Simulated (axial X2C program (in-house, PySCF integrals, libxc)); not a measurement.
**Low determinants of MgO at the PBE0 level, with spin–orbit coupling**

Calculated with an axial X2C code built on PySCF integrals. Two-component (2c) means X2C with spin–orbit coupling and atomic mean-field two-electron Coulomb and Gaunt terms. Basis: Mg dyall-cv3z [9s8p6d3f], O dyall-av3z [7s6p3d2f] (cores contracted in-house); Gaussian nuclei, density fitting, unrestricted open shells. Masses: Mg 23.985 u, O 15.995 u.

Search at 1.890 Å (vertical energies from the lowest determinant):

| ΔE (eV) | state | electrons beyond evenly filled partner blocks | electrons in ±ω = 1/2, 3/2, 5/2, 7/2 |
| --- | --- | --- | --- |
| 0.00 | Ω = 2 | ω = 1/2, ω = 3/2 | 17 3 0 0 |
| 0.05 | Ω = 1 | ω = -1/2, ω = 3/2 | 17 3 0 0 |
| 0.07 | Ω = 1 | 2 × ω = 1/2 | 16 4 0 0 |
| 0.41 | Ω = 0 | none | 16 4 0 0 |
| 3.22 | Ω = 3 | 2 × ω = 3/2 | 16 4 0 0 |
| 5.68 | Ω = 0 | none | 18 2 0 0 |
| 6.29 | Ω = 4 | 2 × ω = 1/2, 2 × ω = 3/2 | 16 4 0 0 |

Lowest determinant, Ω = 2 (⟨Sz⟩ = 1.00, ⟨Lz⟩ = 1.00 at PBE0): Re = 1.875 Å, ωe = 638.8 cm⁻¹.

The determinant in row 2 of the search, Ω = 1 (⟨Sz⟩ = 0.00, ⟨Lz⟩ = 1.00 at PBE0), was followed along the bond at PBE0; measured from the minimum of the lowest determinant it gives:

Te = 0.050 eV (404 cm⁻¹), Re = 1.870 Å, ωe = 651.7 cm⁻¹.

Question: Compare the bond of the determinant in row 2 with that of the lowest one.

Answer: At PBE0 its Re is 0.005 Å shorter and its force constant, which goes as ωe², is 1.04 times that of the lowest determinant. This determinant mixes spin states, so it has no term energy of its own.

The search compares states at one distance, so a state with another bond length can lie lower; it is not exhaustive and yields mostly the lowest determinant of each block pattern, so other components and higher states of one pattern are missing. These are energies of single determinants, not of spin-adapted states; PBE0 term energies can be off by some tenths of an eV, and the functional has no current term. Open-shell Ω = 0 determinants with evenly filled partner blocks cannot be reached by this program, so the Ω shown need not be the lowest component. The lowest determinant need not be the ground state where others lie within half an eV.
